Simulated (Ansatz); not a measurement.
# SH⁻, quintet in aug-cc-pVDZ: errors against UCCSDT(Q)

Geometry: that of the SH⁻, triplet, kept fixed. The triplet lies 4.2 eV lower here.

```yaml
atoms:
  - { symbol: S, position_ang: [0.0000, 0.0000, 0.0000] }
  - { symbol: H, position_ang: [0.0000, 0.0000, 1.9484] }
```

Basis aug-cc-pVDZ; Ansatz 0.2.0. Only valence electrons are correlated (noble-gas cores frozen), which leaves 8 electrons in 31 orbitals. R marks a restricted (for open shells ROHF) determinant, U an unrestricted one. Active spaces: frontier = (8e, 11o) about the gap. This anion state lies near or above the neutral species, so the extra electron is weakly bound or unbound and the energies hang on the diffuse functions.

Full CI isn't at hand for all of this; UCCSDT(Q) serves as the reference, and is uncertain by about the last step of the cluster series. The frozen core follows each run's orbitals, which can shift R against U totals by a few meV.

For open shells CISD is restricted-active-space CI with the open shells as a complete middle space.

* UHF ⟨S²⟩: 6.012
* T1 diagnostic (RCCSD): 0.0521
* largest doubles amplitude (RCCSD): 0.050
* T1 diagnostic (UCCSD): 0.0485

| level | E − E(UCCSDT(Q)) (mEh) | share of correlation (%) | wall time |
| --- | --- | --- | --- |
| RHF | 136.12 | 0.00 | – |
| UHF | 130.35 | 4.24 | – |
| RMP2 | 27.97 | 79.45 | – |
| UMP2 | 28.89 | 78.77 | – |
| CISD | 9.02 | 93.37 | 20 s |
| RCCSD | 4.49 | 96.70 | – |
| UCCSD | 4.34 | 96.81 | – |
| RCCSD(T) | 1.17 | 99.14 | 44 s |
| UCCSD(T) | 1.13 | 99.17 | 37 s |
| BCCD(T) | 1.01 | 99.26 | 41 s |
| RCCSDT | 0.24 | 99.82 | – |
| UCCSDT | 0.22 | 99.83 | – |
| RCCSDT(Q) | 0.01 | 100.00 | 60 s |
| CASSCF (frontier space) | 53.12 | 60.97 | – |
| NEVPT2 (frontier space) | 18.77 | 86.21 | 59 s |
| MRCISD (frontier space) | 4.42 | 96.75 | – |
| MRCISD+Q (frontier space) | 2.43 | 98.21 | 79 s |

The correlation energy at UCCSDT(Q), counted from RHF, is -3.704 eV. That run took 46 s on 1 thread of Intel Xeon, shared host.

Times hold each run's SCF and search for its determinant on a shared host, so for small cases they say little of a method's own cost; they ran on 1 thread of Intel Xeon.
